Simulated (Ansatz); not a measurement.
Born–Oppenheimer molecular dynamics of AlH6NSi (9 atoms, charge 0, multiplicity 1). It starts from a relaxed structure.

All numbers below come from RKS PBE-D4/def2-SVP (Ansatz 0.2.0).

```yaml
ensemble: NVT, Nosé–Hoover chain
time_step: 0.5 fs
steps_asked: 150
set_temperature: 200 K
thermostat: time constant 20 fs, chain length 5
seed: 377853
```

First frame:

```xyz
9
Properties=species:S:1:pos:R:3
N -1.198 0.835 -0.762
Si 0.496 0.534 -0.383
Al 0.516 -1.287 1.274
H -1.760 0.026 -1.044
H -1.424 1.629 -1.369
H 1.047 1.819 0.189
H 1.416 0.217 -1.557
H 1.694 -1.475 2.349
H -0.698 -2.345 1.285
```

How far do the bonds stretch over the last three quarters of this one trajectory? (Pairs bonded in most of those frames.)


```tsv
bond	mean (Å)	spread (Å)	shortest	longest
N1–Si2	1.755	0.032	1.71	1.81
N1–H4	1.027	0.032	0.98	1.07
N1–H5	1.025	0.015	1.00	1.05
Si2–Al3	2.466	0.016	2.44	2.50
Si2–H6	1.514	0.003	1.51	1.52
Si2–H7	1.523	0.006	1.51	1.53
Al3–H8	1.612	0.007	1.60	1.62
Al3–H9	1.618	0.057	1.53	1.71
```

Mean temperature of the second half: 199 K. The conserved energy stayed within 0.2 meV per atom of its start (net change 0.12 meV per atom), so the integration is sound. A run of 0.075 ps of so small a system gives no equilibrium averages.

The run took 3.8 min on 1 thread of Arm Neoverse V1, with other jobs on the host, peak memory 0.097 GiB.
